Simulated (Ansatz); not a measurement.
We consider bcc Li, described by PBEsol (PAW; Ansatz, an electronic-structure program).

Settings: plane-wave cutoff 520 eV, 16×16×16 k mesh, Fermi–Dirac smearing 0.1 eV, perturbation theory, scalar-relativistic PAW data made under PBE.

Computed at the level's own relaxed cell.

```cif
data_Li
_chemical_formula_sum 'Li1'
_space_group_name_H-M_alt 'P 1'
_space_group_IT_number 1
_cell_length_a 2.97373
_cell_length_b 2.97373
_cell_length_c 2.97373
_cell_angle_alpha 109.471
_cell_angle_beta 109.471
_cell_angle_gamma 109.471
loop_
_space_group_symop_operation_xyz
  'x, y, z'
loop_
_atom_site_label
_atom_site_type_symbol
_atom_site_fract_x
_atom_site_fract_y
_atom_site_fract_z
_atom_site_occupancy
Li1 Li 0.00000 0.00000 0.00000 1
```

Harmonic phonon frequencies (cm⁻¹; i marks an imaginary mode):

| q point | frequencies |
|---|---|
| H | … |
| N | 57 191 324 |
| P | … |

Question: What belongs in the gaps?

Answer: 
- H, frequencies: 332 332 332
- P, frequencies: 265 265 265

No imaginary mode appears at these points.
